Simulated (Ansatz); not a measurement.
Rock-salt EuN was calculated with PBEsol (Ansatz, an electronic-structure program, plane waves, PAW).

Numerical settings: plane-wave cutoff 520 eV, 12×12×12 k mesh, Fermi–Dirac smearing 0.01 eV, spin-polarised with parallel moments, scalar-relativistic PAW data made under PBE.

Computed at the level's own relaxed cell.

Question: What does this level give for the volume per atom, bulk modulus, equilibrium lattice constant a and pressure derivative B′ of the bulk modulus?

Answer: 
* **volume per atom**: 15.30 Å³/atom
* **bulk modulus**: 130 GPa
* **equilibrium lattice constant a**: 4.966 Å
* **pressure derivative B′ of the bulk modulus**: 4.4

The run finds no gap.

Note: the magnetic order was assumed, not searched for or taken from measurement; the 4f shell is treated without U or exact exchange, so its levels and filling can be wrong.

Spin–orbit coupling is not included; it can open a gap where bands touch, and shift volumes and moduli.

Computing time: around 2.8 core-minutes (rough).
